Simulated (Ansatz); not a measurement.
**BSiH (singlet): wave-function methods side by side at angle Si1–B2–H3 = 156.7°, 6-31G**

The task here is to estimate one member of a computed series from the others.

Program: Ansatz 0.2.0, Gaussian basis. Level of theory: 6-31G, core rule «outside noble gas», up to 6 orbitals frozen. These are calculated values, not measurements.

The runs, in order: UHF; CCSD(T) on RHF; CCSD(T) on UHF; BCCD(T) on RHF; CISD; CCSDT(Q) on RHF; CCSDT(Q) on UHF; CCSDTQ on RHF; CCSDTQ on UHF; CASSCF and MRCISD+Q, 2 electrons in 2 orbitals; CASSCF and NEVPT2, 2 electrons in 2 orbitals; CASSCF and MRCISD+Q, 8 electrons in 9 orbitals; CASSCF and NEVPT2, 8 electrons in 9 orbitals; Full CI.

11 further runs of the same task are left out: 1 for a mislabelled method, 6 that didn't finish, 4 set aside as unsound or not needed.

## What is computed

The geometry derives from a PBE0/def2-TZVP stationary point (not a proven minimum). One angle is set to the value named; bond lengths are kept.

3 atoms, charge 0, spin multiplicity 1.

Atoms are counted from 1 here; the program's logs count them from 0.

Bond lengths: Si1–B2 1.895 Å, B2–H3 1.186 Å. Angles: Si1–B2–H3 156.7°.

Set-up of the first run:

in.yaml

```yaml
crystal:
  periodic: [false, false, false]
  atoms:
    - {symbol: Si, position_ang: [0.175300, 0.000000, 1.624583]}
    - {symbol: B, position_ang: [-0.207393, 0.000000, -0.231524]}
    - {symbol: H, position_ang: [0.032093, 0.000000, -1.393059]}
basis:
  gaussian: {orbitals: 6-31G}
magnetization: {spin_polarized: true, initial_magnetization: 0}
hamiltonian: {xc: hf}
output: {orbitals: {seedname: orbitals}}
```

On the command line:

```
> ansatz run in.yaml --threads 1 --pin off --events-out ev --progress --plain --max-ram 2393MiB
```

Among the steps run: UHF; CCSD(T) on RHF; CCSD(T) on UHF; BCCD(T) on RHF; CISD; CCSDT(Q) on RHF; CCSDT(Q) on UHF; CCSDTQ on RHF; CCSDTQ on UHF; CASSCF and MRCISD+Q, 2 electrons in 2 orbitals; CASSCF and NEVPT2, 2 electrons in 2 orbitals; CASSCF and MRCISD+Q, 8 electrons in 9 orbitals; CASSCF and NEVPT2, 8 electrons in 9 orbitals; Full CI.

One table of the session follows, with a row left open; its other results are not shown here.

| method | from FCI (kJ/mol) |
| --- | --- |
| RHF | +324.0 |
| RMP2 | +92.5 |
| CISD | ? |
| RCCSD | +19.1 |
| RCCSD(T) | +9.5 |
| BCCD(T) | +9.8 |
| RCCSDT | +4.5 |
| RCCSDT(Q) | +1.3 |
| RCCSDTQ | +0.2 |
| CASSCF valence | +79.5 |
| NEVPT2 valence | +23.2 |
| MRCISD valence | +2.1 |
| MRCISD+Q valence | +0.3 |
| FCI | 0 |

**Question.** Estimate the row for CISD.

**Answer.** from FCI (kJ/mol): +40.3. In the column «from FCI (kJ/mol)» it lies between NEVPT2 valence (+23.2) and CASSCF valence (+79.5).

Left out of the table: CASSCF pair, NEVPT2 pair, MRCISD pair, MRCISD+Q pair (the active space lost an orbital or holds another state than full CI finds).

Caveats from the session: The report flags that the cluster equations may have other roots. Left out of the table: UHF, UMP2, UCCSD, UCCSD(T), UCCSDT, UCCSDT(Q), UCCSDTQ (another determinant or state than the rows shown). The program flags RCCSDT(Q), RCCSDTQ as in doubt, so those rows may rest on another solution; read them beside their warnings.
